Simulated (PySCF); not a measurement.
Species: C2ClF3.
Bonds: F1–C2, C2–F3, C2–C4 (double), C4–F5, C4–Cl6.

Theory: core-valence-separated Tamm–Dancoff BHandHLYP/aug-pcX-1 (def2-SVPD on Cl) in PySCF, non-relativistic, gas phase, PBE0-D3(BJ)/def2-SVP geometry.

Computed fluorine K-edge spectrum, Gaussian lines of 0.4 eV full width, highest printed point 100; it ends one width below the last computed root. BHandHLYP without relativity tends to put these K edges a few eV too low, so spacings mean more than positions.

```tsv
photon energy (eV)	absorption
685.6	0
685.7	2
685.8	7
685.9	20
686.0	41
686.1	58
686.2	59
686.3	43
686.4	27
686.5	25
686.6	37
686.7	53
686.8	65
686.9	74
687.0	88
687.1	100
687.2	95
687.3	72
687.4	41
687.5	18
687.6	6
687.7	3
687.8	5
687.9	8
688.0	11
688.1	13
688.2	19
688.3	32
688.4	46
688.5	51
688.6	43
688.7	27
688.8	13
688.9	5
689.0	5
689.1	11
689.2	23
```

Task: Assign the maxima to core holes.

Result: 3 maxima:
- 686.2 eV: F5 (vinyl fluorine), 686.15 eV, f = 0.035, 100 % of the height at the exact maximum
- 687.1 eV: F3 (vinyl fluorine), 687.06 eV, f = 0.028, 45 % of the height at the exact maximum; F3 (vinyl fluorine), 687.25 eV, f = 0.013, 18 % of the height at the exact maximum; F1 (vinyl fluorine), 687.23 eV, f = 0.012, 17 % of the height at the exact maximum; F5 (vinyl fluorine), 687.16 eV, f = 0.009, 16 % of the height at the exact maximum
- 688.5 eV: F3 (vinyl fluorine), 688.46 eV, f = 0.010, 36 % of the height at the exact maximum; F5 (vinyl fluorine), 688.43 eV, f = 0.011, 34 % of the height at the exact maximum; F1 (vinyl fluorine), 688.59 eV, f = 0.010, 30 % of the height at the exact maximum

Further lines of some strength in the range: F1, 686.75 eV, f = 0.028; F5, 688.00 eV, f = 0.005.

Roots within 0.03 eV on the same or equivalent atoms count as one line; shares under 12 % aren't listed.

Vibrational structure and lifetime widths aren't in the curve. The ionisation threshold wasn't computed; near and above it a finite basis only mimics Rydberg series and continuum.
